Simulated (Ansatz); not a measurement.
# H₂O, singlet: energies of several shapes or isomers

Computed with Ansatz's Gaussian-basis code (development build). Basis 6-31G, nonrelativistic, 1 orbital frozen in the corrections; active space CAS(8,6). Restricted Hartree–Fock, then the lowest state-specific CASSCF solution met for each case. Small basis; these aren't basis-limit values. On stretched bonds single-reference methods can fail or change state. Solutions in different active orbitals can move differences by tenths of an eV and at times more than 1 eV.

Case A:

```xyz
3

O     0.0000    0.0000   -0.1197
H     0.0000    0.7542    0.4786
H     0.0000   -0.7542    0.4786
```

Case B:

```csv
atom,x (Å),y (Å),z (Å)
O,0.0000,0.0000,-0.1316
H,0.0000,0.8296,0.5265
H,0.0000,-0.8296,0.5265
```

Case C. A bond is stretched, to 1.98 times the sum of the covalent radii.

```xyz
3

O     0.0000    0.0000   -0.2393
H     0.0000    1.5083    0.9573
H     0.0000   -1.5083    0.9573
```

Case D. A bond is stretched, to 1.24 times the sum of the covalent radii.

```xyz
3

O     0.0000    0.0000   -0.1496
H     0.0000    0.9427    0.5983
H     0.0000   -0.9427    0.5983
```

Case E. A bond is stretched, to 1.49 times the sum of the covalent radii.

```xyz
3

O     0.0000    0.0000   -0.1795
H     0.0000    1.1313    0.7180
H     0.0000   -1.1313    0.7180
```

Case F. A bond is stretched, to 2.98 times the sum of the covalent radii.

```xyz
3

O     0.0000    0.0000   -0.3590
H     0.0000    2.2625    1.4359
H     0.0000   -2.2625    1.4359
```

Energy less that of case A, in eV:

| case | RHF/ROHF | CASSCF |
| --- | --- | --- |
| B | +0.469 | +0.200 |
| C | +10.836 | +6.220 |
| D | +2.015 | +1.275 |
| E | +5.180 | +3.423 |
| F | +15.284 | +7.163 |

(1) Give the SC-NEVPT2 energies against case A.

(2) Which case is lowest, and do the methods agree?

Answers

(1) B: +0.193 eV; C: +6.710 eV; D: +1.302 eV; E: +3.586 eV; F: +7.875 eV.

(2) A is lowest in SC-NEVPT2. Of the methods shown, RHF/ROHF, CASSCF agree.
